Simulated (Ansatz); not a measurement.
Nudged elastic band run: BH$_{5}$OS

Input file:

```yaml
crystal:
  periodic: [false, false, false]
  atoms:
    - { symbol: B, position_ang: [-0.089191, -0.458699, -0.548521] }
    - { symbol: S, position_ang: [1.64645, 0.424382, -0.5233] }
    - { symbol: H, position_ang: [0.033683, -1.640778, -0.36356] }
    - { symbol: H, position_ang: [-0.864087, -0.0648, -1.370897] }
    - { symbol: H, position_ang: [-0.020081, 0.553533, 1.466477] }
    - { symbol: O, position_ang: [-0.766301, 0.117648, 0.971018] }
    - { symbol: H, position_ang: [1.305818, 1.620894, -1.14827] }
    - { symbol: H, position_ang: [-1.246192, -0.55228, 1.517052] }
magnetization:
  spin_polarized: true
basis:
  gaussian: { orbitals: "6-31G" }
hamiltonian:
  xc: blyp
neb:
  order_check: false
  images: 5
  f_tol: 0.03
  max_iterations: 60
  final_atoms:
    - { symbol: B, position_ang: [-1.0540922, -1.2060297, -0.46165324] }
    - { symbol: S, position_ang: [1.90169177, 2.07432308, 0.54122656] }
    - { symbol: H, position_ang: [-1.83198899, -2.08747252, -0.20761195] }
    - { symbol: H, position_ang: [-0.73395643, -0.89984301, -1.57138633] }
    - { symbol: H, position_ang: [0.94527485, 1.05169424, 0.49509299] }
    - { symbol: O, position_ang: [-0.46280306, -0.4689344, 0.55726443] }
    - { symbol: H, position_ang: [1.94036779, 2.23079447, -0.84025483] }
    - { symbol: H, position_ang: [-0.70439472, -0.69463215, 1.48732137] }
  initial_path:
    images:
      - { positions_ang: [[-0.089191, -0.458699, -0.548521], [1.64645, 0.424382, -0.5233], [0.033683, -1.640778, -0.36356], [-0.864087, -0.0648, -1.370897], [-0.020081, 0.553533, 1.466477], [-0.766301, 0.117648, 0.971018], [1.305818, 1.620894, -1.14827], [-1.246192, -0.55228, 1.517052]] }
      - { positions_ang: [[-0.15590975, -0.4950806, -0.54716142], [1.63154003, 0.45319599, -0.41583703], [-0.01126876, -1.66292475, -0.37357422], [-0.85231438, -0.07602691, -1.40050386], [0.06693399, 0.59340088, 1.29596187], [-0.81624886, 0.12603445, 0.95524154], [1.27971405, 1.61241774, -1.05439639], [-1.14234733, -0.55111681, 1.54026851]] }
      - { positions_ang: [[-0.2226285, -0.5314622, -0.54580184], [1.61663006, 0.48200999, -0.30837406], [-0.05622051, -1.6850715, -0.38358845], [-0.84054175, -0.08725381, -1.43011071], [0.15394899, 0.63326876, 1.12544673], [-0.86619672, 0.1344209, 0.93946509], [1.2536101, 1.60394148, -0.96052278], [-1.03850266, -0.54995362, 1.56348502]] }
      - { positions_ang: [[-0.28934725, -0.5678438, -0.54444225], [1.60172008, 0.51082398, -0.20091109], [-0.10117227, -1.70721825, -0.39360267], [-0.82876913, -0.09848072, -1.45971757], [0.24096398, 0.67313663, 0.9549316], [-0.91614459, 0.14280735, 0.92368863], [1.22750616, 1.59546522, -0.86664917], [-0.93465799, -0.54879043, 1.58670153]] }
      - { positions_ang: [[-0.54426223, -0.78057243, -0.51684592], [1.70171064, 1.03199035, 0.04646813], [-0.67811117, -1.83396967, -0.33160576], [-0.7971649, -0.36560148, -1.49694049], [0.47573427, 0.7993225, 0.80165206], [-0.76503074, -0.06110656, 0.80154723], [1.4651267, 1.80724164, -0.85785105], [-0.85790357, -0.59740434, 1.55357481]] }
      - { positions_ang: [[-0.79917721, -0.99330107, -0.48924958], [1.80170121, 1.55315671, 0.29384734], [-1.25505008, -1.96072109, -0.26960886], [-0.76556066, -0.63272225, -1.53416341], [0.71050456, 0.92550837, 0.64837252], [-0.6139169, -0.26502048, 0.67940583], [1.70274724, 2.01901806, -0.84905294], [-0.78114914, -0.64601824, 1.52044809]] }
      - { positions_ang: [[-1.0540922, -1.2060297, -0.46165324], [1.90169177, 2.07432308, 0.54122656], [-1.83198899, -2.08747252, -0.20761195], [-0.73395643, -0.89984301, -1.57138633], [0.94527485, 1.05169424, 0.49509299], [-0.46280306, -0.4689344, 0.55726443], [1.94036779, 2.23079447, -0.84025483], [-0.70439472, -0.69463215, 1.48732137]] }
```

Launched with:

```bash
$ ansatz run input.yaml --threads 1 --pin off --max-ram 2048MiB --backend cpu --events-out ev --progress --plain --runs-dir out
```

Output, in part (warnings, iteration lines, the closing report on the highest movable image, with atoms numbered from 0):

```
NEB end point (image 0): max|allowed force component| = 2.035e-2 eV/Å (the criterion of neb.relax_end_points is 1.000e-2)
NEB end point (image 6): max|allowed force component| = 2.461e-2 eV/Å (the criterion of neb.relax_end_points is 1.000e-2)
NEB iter   1: max|band force component| = 4.497e0 eV/Å  barrier→ = 1.7016 eV  barrier← = 1.9711 eV  Δτ_max = 0.1962 Å  (168 SCF iters)
NEB iter   2: max|band force component| = 2.240e0 eV/Å  barrier→ = 0.7722 eV  barrier← = 1.0418 eV  Δτ_max = 0.1992 Å  (134 SCF iters)
NEB iter   3: max|band force component| = 1.878e0 eV/Å  barrier→ = 0.7025 eV  barrier← = 0.9720 eV  Δτ_max = 0.1982 Å  (143 SCF iters)
NEB iter   4: max|band force component| = 2.640e0 eV/Å  barrier→ = 0.9427 eV  barrier← = 1.2122 eV  Δτ_max = 0.0996 Å  (138 SCF iters)
NEB iter   5: max|band force component| = 1.315e0 eV/Å  barrier→ = 0.8624 eV  barrier← = 1.1319 eV  Δτ_max = 0.0994 Å  (133 SCF iters)
NEB iter   6: max|band force component| = 1.388e0 eV/Å  barrier→ = 0.7311 eV  barrier← = 1.0006 eV  Δτ_max = 0.0509 Å  (139 SCF iters)
NEB iter   7: max|band force component| = 1.302e0 eV/Å  barrier→ = 0.6149 eV  barrier← = 0.8844 eV  Δτ_max = 0.0502 Å  (128 SCF iters)
NEB iter   8: max|band force component| = 1.188e0 eV/Å  barrier→ = 0.5059 eV  barrier← = 0.7754 eV  Δτ_max = 0.0501 Å  (129 SCF iters)
NEB iter   9: max|band force component| = 8.682e-1 eV/Å  barrier→ = 0.4391 eV  barrier← = 0.7086 eV  Δτ_max = 0.0999 Å  (129 SCF iters)
NEB iter  10: max|band force component| = 6.460e-1 eV/Å  barrier→ = 0.2964 eV  barrier← = 0.5659 eV  CI = image 1  Δτ_max = 0.2000 Å  (132 SCF iters)
NEB iter  11: max|band force component| = 1.086e0 eV/Å  barrier→ = 0.6590 eV  barrier← = 0.9285 eV  CI = image 1  Δτ_max = 0.1005 Å  (136 SCF iters)
NEB iter  12: max|band force component| = 4.489e-1 eV/Å  barrier→ = 0.6651 eV  barrier← = 0.9346 eV  CI = image 1  Δτ_max = 0.0905 Å  (134 SCF iters)
NEB iter  13: max|band force component| = 3.134e-1 eV/Å  barrier→ = 0.6352 eV  barrier← = 0.9047 eV  CI = image 1  Δτ_max = 0.0994 Å  (132 SCF iters)
NEB iter  14: max|band force component| = 2.124e-1 eV/Å  barrier→ = 0.6175 eV  barrier← = 0.8870 eV  CI = image 1  Δτ_max = 0.0851 Å  (132 SCF iters)
NEB iter  15: max|band force component| = 1.475e-1 eV/Å  barrier→ = 0.6024 eV  barrier← = 0.8719 eV  CI = image 1  Δτ_max = 0.0444 Å  (135 SCF iters)
NEB iter  16: max|band force component| = 6.485e-2 eV/Å  barrier→ = 0.5975 eV  barrier← = 0.8670 eV  CI = image 1  Δτ_max = 0.0260 Å  (130 SCF iters)
NEB iter  17: max|band force component| = 6.427e-2 eV/Å  barrier→ = 0.5958 eV  barrier← = 0.8653 eV  CI = image 1  Δτ_max = 0.0160 Å  (131 SCF iters)
NEB iter  18: max|band force component| = 3.664e-2 eV/Å  barrier→ = 0.5953 eV  barrier← = 0.8648 eV  CI = image 1  Δτ_max = 0.0159 Å  (110 SCF iters)
NEB iter  19: max|band force component| = 7.037e-2 eV/Å  barrier→ = 0.5950 eV  barrier← = 0.8645 eV  CI = image 1  Δτ_max = 0.0076 Å  (108 SCF iters)
NEB iter  20: max|band force component| = 2.198e-2 eV/Å  barrier→ = 0.5949 eV  barrier← = 0.8644 eV  CI = image 1  Δτ_max = 0.0000 Å  (234 SCF iters)
Total energy: -13636.70228585 eV, -501.1395657162 hartree
Atom 0 at    -0.367227    -0.581271    -0.460746 Å, force    -0.007696     0.015425     0.016287 eV/Å
Atom 1 at     1.580267     0.547115    -0.184294 Å, force     0.001102     0.008550    -0.002321 eV/Å
Atom 2 at    -0.082817    -1.742227    -0.384400 Å, force    -0.001189    -0.007079     0.001617 eV/Å
Atom 3 at    -0.859410    -0.102669    -1.436798 Å, force     0.001380    -0.000843     0.000643 eV/Å
Atom 4 at     0.389703     0.674248     0.899382 Å, force    -0.017107    -0.017734     0.008336 eV/Å
Atom 5 at    -0.853697     0.071658     0.869242 Å, force     0.019602    -0.001570    -0.017930 eV/Å
Atom 6 at     1.253113     1.693217    -0.902214 Å, force     0.003157     0.000716    -0.005804 eV/Å
Atom 7 at    -1.059833    -0.560172     1.599827 Å, force     0.000751     0.002536    -0.000829 eV/Å
Dipole moment:    -0.138291     0.053165     0.332336 e Å
```

It converged. A vibrational analysis at the climbing image gives one clearly imaginary mode, 916i cm⁻¹: a first-order saddle point. The orbitals stay closed-shell, which can raise the energy where a bond breaks towards radicals; this wasn't checked here. Limits of this set-up: no polarisation functions.

Final band (atoms are numbered from 1 in the order of the input):

| image | path coordinate (Å) | energy (eV) | B1–S2 (Å) | H5–O6 (Å) | S2–H5 (Å) |
| --- | --- | --- | --- | --- | --- |
| 0 | 0.00 | 0.00 | 1.95 | 1.00 | 2.60 |
| 1 | 0.95 | 0.59 | 2.27 | 1.38 | 1.61 |
| 2 | 1.71 | -0.03 | 2.95 | 2.13 | 1.40 |
| 3 | 2.47 | -0.18 | 3.60 | 2.41 | 1.39 |
| 4 | 3.23 | -0.22 | 4.00 | 2.23 | 1.40 |
| 5 | 3.99 | -0.26 | 4.28 | 2.09 | 1.40 |
| 6 | 4.76 | -0.27 | 4.53 | 2.07 | 1.40 |

The run took 2.9 min on 1 thread of Arm Neoverse V2, on a shared host, peak memory 0.1 GiB.
